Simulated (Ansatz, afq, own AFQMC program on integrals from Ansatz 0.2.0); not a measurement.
AFQMC on a folder of integrals that Ansatz 0.2.0 wrote.

```yaml
crystal:
  periodic: [false, false, false]
  atoms:
    - {symbol: Ga, position_ang: [0.000000, 0.000000, -1.766550]}
    - {symbol: Ga, position_ang: [0.000000, 0.000000, 6.604450]}
    - {symbol: H, position_ang: [0.000000, 1.421600, -2.418950]}
    - {symbol: H, position_ang: [0.000000, -1.421600, -2.418950]}
basis:
  gaussian: {orbitals: cc-pVDZ}
magnetization: {spin_polarized: true, initial_magnetization: 2}
correlation: {method: ccsd_t, electrons: outside_noble_gas, hamiltonian_folder: ham}
```

```sh
$ ansatz run in.yaml --threads 1 --pin off --events-out ev --progress --plain --max-ram 1382MiB
```

afq runs on the folder ham with

```
--method phaseless --trial cisd --walkers 60 --populations 1 --least-time 40 --time-step 0.005 --steps-per-block 50 --equilibration-blocks 40 --max-blocks 300 --target-error 0.00068 --factor-cut 1e-05 --start spin_pure --seed 153 --release-times 0.24,0.51,0.99,1.62,2.4 --release-step 0.03 --release-every 4 --taylor-order 6
```

Times are imaginary, in 1/Eh. The walk had a cap of 932 s. Filled inner d shells are frozen with the cores.

Output of the walk:

```
orbitals 36  electrons 5 3  factors 242 of 732
reference energy -3847.51670626 Eh
CCSD correlation -0.11765512 Eh in 12 cycles, weight of the determinant in the CISD state 0.8980
energy of the start -3847.634219 Eh
 block  time / (1/Eh)  mean weight  energy / Eh
     1     0.250  1.0000  -3847.633165
     2     0.500  0.9981  -3847.633007
     3     0.750  0.9996  -3847.633610
     4     1.000  1.0004  -3847.633428
     5     1.250  1.0008  -3847.633957
     9     2.250  1.0006  -3847.636312
    21     5.250  0.9993  -3847.636048
    41    10.250  1.0008  -3847.637135
    46    11.500  0.9991  -3847.634407
    61    15.250  1.0010  -3847.637816
    81    20.250  1.0008  -3847.635135
   101    25.250  1.0008  -3847.635564
   121    30.250  0.9998  -3847.636922
   141    35.250  1.0020  -3847.636428
   146    36.500  1.0024  -3847.639134
   161    40.250  0.9999  -3847.636445
   181    45.250  1.0020  -3847.635601
   196    49.000  0.9999  -3847.635301
blocks merged  error / Eh  count
     1  0.000089  160
     2  0.000114  80
     4  0.000141  40
     8  0.000163  20
    16  0.000187  10
released: time / (1/Eh)  energy / Eh  error  mean overlap
  0.24  -3847.636370  0.000190  0.9868
  0.51  -3847.636465  0.000131  0.9908
  0.99  -3847.636569  0.000164  0.9800
  1.62  -3847.636837  0.000189  0.9570
  2.40  -3847.636758  0.000210  0.9650
energy -3847.636256 +/- 0.000163 Eh
(rows thinned)
```

The run passed its tests (sampling time, drift between the halves within three errors, error under three times the target), which doesn't prove that it has relaxed.

Against this walk (error 4.4 meV) on the same determinant: CCSD(T) 9.1 meV higher, CCSDT(Q) 9.1 meV lower. The error is statistical and leaves out the bias of the constraint. Released to 2.40 1/Eh the energy moves by -14 ± 7 meV (both errors), within twice the noise.

Cautions: constraint bias not in the error; no relativity below Rb; no spin-orbit coupling; inner d shell frozen; lower spins were not checked.

The walk took 3.1 min on 1 thread of Intel(R) Xeon(R) 6975P-C (Granite Rapids) (shared host). The log's last line is the phaseless energy.

CCSDT and higher add their correlation energy to the determinant of the CCSD(T) run, since their own runs factorise the integrals more tightly (a shift of under 2 meV). A walk keeps the symmetry of its determinant, which the program's search chose and which needn't be the lowest solution, so a lower state of the same spin and another symmetry isn't excluded.
